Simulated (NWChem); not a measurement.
# How basis sets differ on SO (sulfur oxide)

SO: 2 atoms, total charge 0, spin state triplet. As SMILES, `O=S`. Geometry: the measured bond length.

```xyz
2

O     0.0000    0.0000    0.0000
S     0.0000    0.0000    1.4811
```

Quantity: the vertical ionisation energy (to the doublet cation), in eV. The values are calculated.

```tsv
level	kind	program	value (eV)	CPU time (all runs)
UPBE0/jorge-DZP	global hybrid	NWChem	10.64	5.5 s
UPBE0/jorge-TZP	global hybrid	NWChem	10.66	12 s
UPBE0/MINI	global hybrid	NWChem	11.78	2.2 s
UPBE0/SBKJC-VDZ (core potential)	global hybrid	NWChem	11.01	2.7 s
UPBE0/LANL2DZ (core potential)	global hybrid	NWChem	11.00	2.8 s
UPBE0/DGauss-DZVP	global hybrid	NWChem	10.69	5 s
UPBE0/MIDI!	global hybrid	NWChem	10.90	3.6 s
```

The values span 10.64 to 11.78 eV. Without the sets that lack polarisation functions the rows with a basis span only 10.64 to 10.90 eV. Times are those of the runs behind each value, whatever else they computed, on shared processors of several kinds: orders of magnitude only.
